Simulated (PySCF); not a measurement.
**Fluorine: a sound run and one with changed settings**

Sound run: F [He] 2s2 2p5, F⁺ [He] 2s2 2p4. Calculation: PySCF 2.14, in def2-TZVP (5s3p2d1f, 31 functions); the non-relativistic Hamiltonian (point nucleus). The sound run starts from symmetry-adapted Hartree-Fock orbitals and uses a fine grid where one is needed.

Changed run: 6 angular points. This setting is unsound on purpose.

| species | method | sound run (hartree) | changed run (hartree) | converged |
| --- | --- | --- | --- | --- |
| F | UHF | -99.41180 | -99.41180 | yes |
| F | TPSS | -99.77313 | -101.27049 | yes |
| F | PBE0 | -99.67618 | -100.34102 | yes |
| F⁺ | UHF | -98.83647 | -98.83647 | yes |
| F⁺ | TPSS | -99.13388 | -100.41131 | yes |
| F⁺ | PBE0 | -99.03589 | -99.60235 | yes |

Ionisation energy of F:

| method | sound run (eV) | changed run (eV) |
| --- | --- | --- |
| UHF | 15.655 | 15.655 |
| PBE0 | 17.423 | 20.100 |

A coarse angular grid integrates products of high-l functions wrongly, so density functionals can shift, and the SCF can exploit the error; Hartree-Fock and MP2 need no grid.

For comparison, NIST gives 17.423 eV between the lowest levels.
